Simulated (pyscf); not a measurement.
CH₄ (SMILES C) + Cl–CH•–Cl (SMILES Cl[CH]Cl) -> H₃C–CH(Cl)–Cl (SMILES CC(Cl)Cl) + H• (SMILES [H]), a substitution at C (doublet surface; C–H broken, C–C formed). Single points on ωB97X-D3(BJ)/def2-SVP structures (PySCF, gas phase). Energies in kcal/mol from the separated reactants.

Small-basis levels: PySCF, no dispersion term, spherical d functions. AM1 to PM7: differences of heats of formation from MOPAC, which are fitted to 298 K values and so differ in kind from electronic energies by zero-point and thermal terms. Open shells are spin-unrestricted. 

```csv
level,barrier,reaction energy
HF/6-31G*,70.5,+18.2
PBE/6-31G*,45.0,+17.9
B3LYP/3-21G,43.5,+11.4
B3LYP/LANL2DZ,49.8,+17.8
M06-2X/6-31G*,[?],+14.2
B3LYP/6-311+G**,53.1,+23.5
AM1,52.5,+27.4
ωB97M-D3(BJ)/def2-TZVP,[?],+18.6
```

### Question
Some entries are withheld; supply them.

### Answer

- M06-2X/6-31G*, barrier: 48.7
- ωB97M-D3(BJ)/def2-TZVP, barrier: 52.8

Against the last row the barrier runs from -9.3 (B3LYP/3-21G) to +17.7 kcal/mol (HF/6-31G*). ωB97M-D3(BJ)/def2-TZVP has limits of its own. One saddle was located; it need not be the lowest between these sides. The angle at the attacked C is 180°.
